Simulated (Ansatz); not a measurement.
**Rock-salt ZrC**

Level of theory: PBEsol (Ansatz, a first-principles code, plane waves, PAW).

Settings: plane-wave cutoff 520 eV, 24×24×24 k mesh, Fermi–Dirac smearing 0.058 eV (set by the program), scalar-relativistic PAW data made under PBE.

Cell (relaxed at this level):

```
ZrC
1.0
    0.00000     2.33454     2.33454
    2.33454     0.00000     2.33454
    2.33454     2.33454     0.00000
Zr C
1 1
Direct
  0.00000   0.00000   0.00000
  0.50000   0.50000   0.50000
```

```
Property                                   Result
----------------------------------------  -------
elastic constant C11                      496 GPa
elastic constant C12                      106 GPa
elastic constant C44                      156 GPa
Voigt–Reuss–Hill bulk modulus             236 GPa
polycrystal shear modulus (Hill average)  171 GPa
Young modulus                             412 GPa
Poisson ratio                               0.209
```

Measured, for comparison: elastic constant C11 470 GPa, elastic constant C12 100 GPa, elastic constant C44 160 GPa (temperature not stated, not corrected to a static lattice; as tabulated in Wu et al. (2005), arXiv:cond-mat/0412374). Computed (rounded) less measured: elastic constant C11 +6 %, elastic constant C12 +6 %, elastic constant C44 -2 %. A static lattice is as a rule a little smaller and stiffer than an uncorrected measurement, which narrows the difference in the elastic constant C11, elastic constant C12 and would widen misses of the other sign.

Elastic constants are with the ions relaxed.

Computed values are for the static lattice.
